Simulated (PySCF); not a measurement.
Gas-phase reaction: 5 C₃H₆ (cyclic) ⇌ 3 C₃H₄ (propyne) + 6 CH₃

Energies from PySCF, thermal terms from the rigid-rotor harmonic-oscillator model, ideal gas at 1 bar. The comparison is the NASA 1993 polynomial table, which mixes measured and estimated data. † marks an energy on the PBE0/def2-TZVP geometry and frequencies; other levels use their own. CCSD(T) freezes the core. 6-31G* has spherical d functions here. Open shells (unrestricted): CH₃ (multiplicity 2); the rest are closed-shell singlets. CCSD(T) isn't extrapolated to the basis-set limit.

Levels: a) CCSD(T)/def2-SVP†; b) ωB97M-V/def2-TZVP†; c) PBE0/def2-SVP†; d) HF/6-31G*; e) HF/def2-TZVP†.

Q: Order the levels by the distance of their ΔH°(298 K) from the table for this reaction, closest first.

A: a (+8 kJ), b (+49 kJ), c (+159 kJ), d (-391 kJ), e (-463 kJ)

The table gives 1168 kJ. The order holds for this reaction alone, and for the 1993 entries, some of which have been revised since.
